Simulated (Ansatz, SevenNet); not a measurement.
Voigt–Reuss–Hill shear modulus (GPa) of 34 elemental metals, computed with the machine-learned potential SevenNet-l3i5 (trained on PBE and PBE+U data) and with PBE in Ansatz (plane waves, PAW). The set holds measured phases with no doubt noted on the run or the magnetic state but for the caveats below. 5 more of the class have both values but aren't in it, for one of these reasons: built or high-temperature cells, doubts on the run or the magnetic state, unlike cells, values of zero, layered or molecular crystals. Solids without a value at one level (not run, failed, or a magnetic order lost), or held back for tests, aren't counted.

Every twentieth of the way through the set, in order of the shift (worked out from unrounded values):

| solid | SevenNet-l3i5 | PBE | shift (%) |
|---|---|---|---|
| bcc Ba | 10.3 | 5.76 | -44 |
| white tin (β-Sn) | 11.5 | 9.64 | -16.1 |
| fcc Sr | 6.76 | 5.71 | -15.5 |
| hcp Sc | 33.0 | 32.1 | -2.8 |
| fcc Ca | 7.18 | 8.54 | +19.0 |
| fcc Ag | 21.6 | 27.9 | +29 |
| fcc Al | 17.6 | 24.3 | +38 |
| bcc Fe | 55.2 | 86.9 | +57 |
| hcp Zr | 21.7 | 34.4 | +58 |
| hcp Co | 56.9 | 104 | +82 |
| hcp Mg | 10.8 | 20.1 | +86 |
| hcp Lu | 16.0 | 31.9 | +99 |
| fcc Au | 9.66 | 21.5 | +123 |
| hcp Os | 114 | 263 | +131 |
| hcp Re | 73.6 | 176 | +139 |
| hcp Zn | 16.9 | 41.8 | +147 |
| hcp Be | 61.2 | 162 | +165 |
| double-hcp La | 6.25 | 17.0 | +172 |
| α-phase Ga | 9.95 | 30.1 | +202 |
| hcp Cd | 4.48 | 13.6 | +204 |
| hcp Tl | 0.95 | 4.74 | +398 |

The shift from SevenNet-l3i5 to PBE has a median of +86 %, and eight in ten lie between -12.6 % and +195 %; PBE is the larger in 28 of 34. Each level is at its own cell, so the shift holds the change of volume too.

Ansatz's runs of these crystals have no spin polarisation, but for bcc Fe, hcp Co, fcc Ni.

Density-functional runs with spin start from parallel moments for bcc Fe, parallel moments for hcp Co, parallel moments for fcc Ni.

Spin–orbit coupling is left out, also for the solids with elements from indium on (body-centred tetragonal In, fcc Pt, hcp Os, bcc Ba, white tin (β-Sn), double-hcp La, hcp Tl, fcc Ir, hcp Re, hcp Hf and 3 more); its size isn't shown.

Each level is taken at its own relaxed cell. Ansatz's density-functional and Hartree–Fock values are scalar-relativistic unless marked +SOC, with PAW data made under PBE.

Ansatz is a first-principles code.
